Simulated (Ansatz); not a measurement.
# CHAlO (quintet): wave-function methods side by side, cc-pVDZ

The task here is to estimate one member of a computed series from the others.

Program: Ansatz 0.2.0, Gaussian basis. Level of theory: cc-pVDZ, core rule «outside noble gas», up to 7 orbitals frozen. These are calculated values, not measurements.

The runs, in order: UHF; CCSD(T) on ROHF; CCSD(T) on UHF; BCCD(T) on ROHF; CISD; CCSDT(Q) on ROHF; CCSDT(Q) on UHF; CASSCF and NEVPT2, 12 electrons in 11 orbitals.

31 further runs of the same task are left out: 15 that didn't finish, 16 set aside as unsound or not needed.

## What is computed

The geometry is a PBE0/def2-TZVP stationary point (not a proven minimum) of the parent state, kept for this charge and spin.

4 atoms, charge 0, spin multiplicity 5.

Atoms are counted from 1 here; the program's logs count them from 0.

Bond lengths: C1–Al2 1.857 Å, C1–H4 1.080 Å, Al2–O3 1.597 Å. Angles: Al2–C1–H4 180.0°, C1–Al2–O3 180.0°.

Set-up of the first run:

Contents of in.yaml:

```yaml
crystal:
  periodic: [false, false, false]
  atoms:
    - {symbol: C, position_ang: [0.000000, 0.000000, 1.057693]}
    - {symbol: Al, position_ang: [0.000000, 0.000000, -0.799174]}
    - {symbol: O, position_ang: [0.000000, 0.000000, -2.396024]}
    - {symbol: H, position_ang: [0.000000, 0.000000, 2.137505]}
basis:
  gaussian: {orbitals: cc-pVDZ}
magnetization: {spin_polarized: true, initial_magnetization: 4}
hamiltonian: {xc: hf}
output: {orbitals: {seedname: orbitals}}
```

Command:

```console
ansatz run in.yaml --threads 1 --pin off --events-out ev --progress --plain --max-ram 2393MiB
```

Among the steps run: UHF; CCSD(T) on ROHF; CCSD(T) on UHF; BCCD(T) on ROHF; CISD; CCSDT(Q) on ROHF; CCSDT(Q) on UHF; CASSCF and NEVPT2, 12 electrons in 11 orbitals.

One of the session's tables, all rows but one given; the rest of the session is left out.

```
   method  from UCCSDT(Q) (meV)
     ROHF               +8751.5
      UHF               +8476.2
     RMP2               +1155.6
     UMP2               +1185.5
     CISD                +922.4
    RCCSD                +254.8
    UCCSD                     ?
 RCCSD(T)                 +53.0
 UCCSD(T)                 +52.4
  BCCD(T)                 +53.7
   RCCSDT                 +19.0
   UCCSDT                 +17.2
RCCSDT(Q)                  +3.4
UCCSDT(Q)                     0
```

Estimate the missing values for UCCSD.

As computed: from UCCSDT(Q) (meV): +248.3. In the column «from UCCSDT(Q) (meV)» it lies between BCCD(T) (+53.7) and RCCSD (+254.8).

Left out of the table: CASSCF frontier, NEVPT2 frontier (the active space lost an orbital or holds another state than full CI finds).

Limits of these values: Restricted and unrestricted rows rest on different reference determinants; where their highest levels disagree by more than a few hundredths of an eV, they describe different states and don't form one ladder. Warnings in the runs' records: passed over end.
